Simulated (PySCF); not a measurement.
**Mg: ionisation energy**

Mg [Ne] 3s2 (1S) → Mg⁺ [Ne] 3s1 (2S), as a difference of total energies. All numbers are calculated (PySCF 2.14, the non-relativistic Hamiltonian (point nucleus), in aug-cc-pVTZ (6s5p3d2f, 50 functions)). Correlated levels: valence: [Ne] frozen. The calculations carry no spin-orbit coupling.

```tsv
method	ionisation energy (eV)	error (eV)
UHF	6.607	-1.039
LDA	7.722	+0.076
PBE	7.614	-0.032
PBE0	7.542	-0.104
r2SCAN	7.367	-0.279
B3LYP	7.728	+0.082
MN15	7.614	-0.032
TPSS	7.544	-0.102
wB97X-V	7.529	-0.117
MP2 (valence)	7.252	-0.394
SCS-MP2 (valence)	7.381	-0.265
```

Reference: 7.646 eV (measured; NIST Atomic Spectra Database, ionization energies).

Errors of the correlated levels include the incompleteness of this basis and the frozen core.

MP2 underrates the near-degeneracy of ns² with np² in the lower species.
